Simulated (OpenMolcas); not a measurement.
# SiH2Cl− (SMILES [SiH2-]Cl) at CCSD/STO-3G

What is the vertical ionisation energy of SiH2Cl− at CCSD/STO-3G? 

The calculation is run with OpenMolcas 26.06.

7 further runs of the same task are left out: 7 set aside as unsound or not needed.

### 1 Starting point

SiH2Cl− has 4 atoms, charge -1, and is taken as a singlet. SMILES: `[SiH2-]Cl`. Geometry: relaxed at GFN2-xTB.

Bond lengths: Si1–Cl2 2.290 Å, Si1–H3 1.492 Å, Si1–H4 1.493 Å. Angles: Cl2–Si1–H3 95.2°, Cl2–Si1–H4 94.9°, H3–Si1–H4 98.8°.

### 2 A single-point energy at CCSD/STO-3G

Input file calc.inp:

```
&GATEWAY
 Coord
 4
 angstrom
 Si      -0.487890       0.431230       0.253920
 Cl       1.672110      -0.122480       0.774530
 H       -0.971070      -0.977580       0.165380
 H       -0.213160       0.668840      -1.193830
 Basis
 STO-3G
 Group
 NoSym

&SEWARD

&SCF
 Charge
 -1
 PrOrbitals
 1

&RASSCF
 FileOrb
 $Project.ScfOrb
 Spin
 1
 Nactel
 0 0 0
 Inactive
 17
 Ras2
 0
 OutOrbitals
 Canonical
 OrbListing
 NoCore

&MOTRA
 JobIph
 Frozen
 10

&CCSDT
 CCSD
 Iterations
 50
 Extrapolation
 5 4
```

On the command line:

```console
$ export MOLCAS_MEM=1860
$ pymolcas calc.inp > calc.log
```

The log of the run:

```text
--- Start Module: gateway ---
[...]
--- Stop Module: gateway /rc=_RC_ALL_IS_WELL_ ---
[...]
      Basis functions           20
[...]
       Convergence after  11 Iterations
[...]
::    Total SCF energy                               -741.2389366213
[...]
      Total spin, S                                     0.0000000000
[...]
      Number of active orbitals                  0
[...]
      Spin quantum number                      0.0
[...]
      Active orbitals                            0
[...]
      Number of CSFs                             1
[...]
      Number of root(s) required                 1
[...]
      Convergence after  4 iterations
[...]
      Natural orbitals and occupation numbers for root  1
      ************************************************************************************************************************
      *                                                    Final results                                                     *
      ************************************************************************************************************************
[...]
::    RASSCF root number  1 Total energy:   -741.23893662
[...]
      Total electronic charge=   34.000000
      Total            charge=   -1.000000
[...]
      Dipole Moment (debye):
      Origin of the operator (angstrom)=    0.6716    0.1150    0.5103
                   X=  5.5450E-02               Y=  1.4848E-01               Z=  2.1955E-01           Total=  2.7079E-01
      Center of Charge (angstrom)
[...]
--- Start Module: motra ---
[...]
      *** WARNING: Default frozen orbitals is overwritten by user input.
      *** Default values:   7
[...]
--- Stop Module: motra /rc=_RC_ALL_IS_WELL_ ---
--- Start Module: ccsdt ---
[...]
      Convergence after                    13  Iterations
      Total energy (diff) :    -741.28770978      -0.00000002
[...]
--- Stop Module: ccsdt /rc=_RC_ALL_IS_WELL_ ---
[...]
```

Wall time 2.2 s (1 thread of Arm Neoverse V1, shared host); peak memory 0.37 GiB.

### 3 Doublet neutral SiH2Cl

Input file calc.input:

```
&GATEWAY
COORD
4
angstrom
Si      -0.487890       0.431230       0.253920
Cl       1.672110      -0.122480       0.774530
H       -0.971070      -0.977580       0.165380
H       -0.213160       0.668840      -1.193830
BASIS=STO-3G
GROUP=NoSym
&SEWARD
&SCF
UHF
SPIN=2
PRORBITALS=1
&RASSCF
FILEORB=$Project.UnaOrb
SPIN=2
NACTEL=1 0 0
INACTIVE=16
RAS2=1
OUTORBITALS=Canonical
ORBLISTING=NoCore
&MOTRA
JOBIPH
FROZEN=10
&CCSDT
CCSD
ITERATIONS=50
EXTRAPOLATION=5 4
```

On the command line:

```console
$ export MOLCAS_MEM=1860
$ pymolcas calc.input > calc.log
```

The log of the run:

```text
--- Start Module: gateway ---
[...]
--- Stop Module: gateway /rc=_RC_ALL_IS_WELL_ ---
[...]
      Basis functions           20
[...]
       Convergence after  10 Iterations
[...]
::    Total SCF energy                               -741.3185000469
[...]
      Total spin, S                                     0.5009304531
[...]
      Number of active orbitals                  1
[...]
      Spin quantum number                      0.5
[...]
      Active orbitals                            1
[...]
      Number of CSFs                             1
[...]
      Number of root(s) required                 1
[...]
      Convergence after  7 iterations
[...]
      printout of CI-coefficients larger than  0.05 for root  1
      energy=    -741.318115
      conf/sym  1     Coeff  Weight
             1  u   1.00000 1.00000
      Natural orbitals and occupation numbers for root  1
      sym 1:   1.000000
      ************************************************************************************************************************
      *                                                    Final results                                                     *
[...]
::    RASSCF root number  1 Total energy:   -741.31811452
[...]
      Total electronic charge=   33.000000
      Total            charge=   -0.000000
[...]
      Dipole Moment (debye):
      Origin of the operator (angstrom)=    0.6716    0.1150    0.5103
                   X= -4.4011E+00               Y=  1.7989E+00               Z= -2.4313E-01           Total=  4.7608E+00
      Quadrupole Moment (debye*angstrom):
[...]
--- Start Module: motra ---
[...]
      *** WARNING: Default frozen orbitals is overwritten by user input.
      *** Default values:   7
[...]
--- Stop Module: motra /rc=_RC_ALL_IS_WELL_ ---
--- Start Module: ccsdt ---
[...]
      Convergence after                    13  Iterations
      Total energy (diff) :    -741.37401448      -0.00000000
[...]
--- Stop Module: ccsdt /rc=_RC_ALL_IS_WELL_ ---
[...]
```

Run time: 2.4 s. Hardware: 1 thread of Arm Neoverse V1, shared host; peak memory 0.37 GiB.

### 4 Outcome

At CCSD/STO-3G, 10 core orbitals frozen:

| quantity | value |
| --- | --- |
| singlet SiH2Cl−: total energy | -741.28771 Eh |
| singlet SiH2Cl−: HOMO energy (Hartree–Fock orbitals) | 1.55 eV |
| singlet SiH2Cl−: LUMO energy (Hartree–Fock orbitals) | 16.72 eV |
| singlet SiH2Cl−: HOMO–LUMO gap (to an unbound level, set by the basis) | 15.17 eV |
| singlet SiH2Cl−: correlation energy (10 core orbitals frozen) | -48.8 mEh |
| doublet neutral SiH2Cl: total energy | -741.37401 Eh |
| vertical detachment energy (to the doublet neutral) | -2.348 eV |

The species is unbound against losing an electron at this level, by 2.35 eV (−54 kcal/mol); missing correlation or diffuse functions can give that sign where the real anion is bound. In a minimal basis such a difference can be off by several eV, whatever the method. The HOMO (singlet SiH2Cl−) lies at positive energy, 1.55 eV: the electron is unbound at this level or held by a compact basis; values depend on the basis.
